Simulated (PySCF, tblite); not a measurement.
# C₃H₃NO+ (doublet): geometry, infrared bands and EPR parameters

Aim: predict the infrared bands and EPR parameters of C₃H₃NO+ (doublet) (`[H]/[C+]=[C]/C(N)=O`).

Programs: tblite 0.8.0 and PySCF 2.14.0, with density-fitted response routines of our own. Each step states its level of theory. These are calculated values for one molecule in the gas phase, unless marked as measured. Atoms are numbered from 0 throughout.

## 1. The starting structure

8 atoms, charge 1, multiplicity 2; geometry from: force field or distance geometry start.

Bonds of the start (Å): C0–C1 1.32, C1–C2 1.46, C2–N3 1.43, C2–O4 1.27, C0–H5 1.05, N3–H6 1.05, N3–H7 1.05.

## 2. Geometry optimisation with GFN2-xTB

The job: settings as JSON, then the geometry in Å.

```
{"job": {"kind": "relax", "xc": "GFN2-xTB", "basis": "xTB"}, "charge": 1, "multiplicity": 2}
C      1.717100     0.002000    -0.111400
C      0.827700     0.937200    -0.400000
C     -0.562900     0.727900    -0.010500
N     -0.989000    -0.631000     0.098200
O     -1.362700     1.690600     0.197600
H      2.642600    -0.484900    -0.060300
H     -1.079500    -1.074400     1.045400
H     -1.184200    -1.158000    -0.783500
```

Started as:

```
> OMP_NUM_THREADS=1 python probes_run.py task.json out
```

This one command runs all jobs of the session in turn.

**Question.** This job is followed by: GFN2-xTB harmonic vibrations, gas phase; UKS B3LYP, pcH-1 on C H N O, non-relativistic, mean-field spin-orbit, GIAO. Predict these results of the whole session: strongest single infrared mode (GFN2-xTB); zero-point energy (GFN2-xTB); g(iso) (B3LYP); ⟨S²⟩; largest a(iso).

**Answer**, as computed:

```
                                 quantity                  value
strongest single infrared mode (GFN2-xTB)  1747 cm⁻¹, 431 km/mol
             zero-point energy (GFN2-xTB)          32.5 kcal/mol
                           g(iso) (B3LYP)                2.00618
                                     ⟨S²⟩     0.762 (exact 0.75)
                           largest a(iso)    13C on C1, 67.3 MHz
```

**Reading.** The optimisation took 87 steps and gained 2.365 eV; among the close pairs (by a distance rule), C2–N3 changed most, from 1.428 to 1.300 Å. All 18 modes are real, so the xTB geometry is a minimum. The strongest single mode, at 1747 cm⁻¹, moves mainly C2. GFN2-xTB is a fitted tight-binding method: band positions and strengths are rough. Its intensities can rank the bands wrongly. The largest share of the spin, 0.65 e, sits on O4. The isotropic g lies 3.9 ppt above the free-electron value. The conformer search found further structures of the same energy, which may be mirror or relabelled copies of this one.
